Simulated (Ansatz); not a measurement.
Two shapes of doublet PO2.

Shape 1:

```xyz
3

O     0.0000    0.1949   -1.3648
P     0.0000   -0.3898    0.0000
O     0.0000    0.1949    1.3648
```

Shape 2:

```xyz
3

O     0.0020    0.2002   -1.3151
P    -0.0066   -0.4243   -0.0356
O     0.0305    0.1989    1.4042
```

Basis set: def2-SVP (spherical functions). Left uncorrelated: 7 orbitals. Correlation on ROHF uses semicanonical orbitals with singles. Charge 0, multiplicity 2.

Computed with Ansatz (development build ahead of 0.2.0); each method stands on the lowest determinant of its kind that the runs found.

Q: Which shape is lower in energy, and by how much in each method?

A:

| method | E(2) − E(1) (eV) |
| --- | --- |
| ROHF | 0.293 |
| UHF | 0.201 |
| ROHF-MP2 | 1.216 |
| UHF-MP2 | 0.794 |
| UHF-CCSD(T) | 0.310 |

Shape 1 is lower.
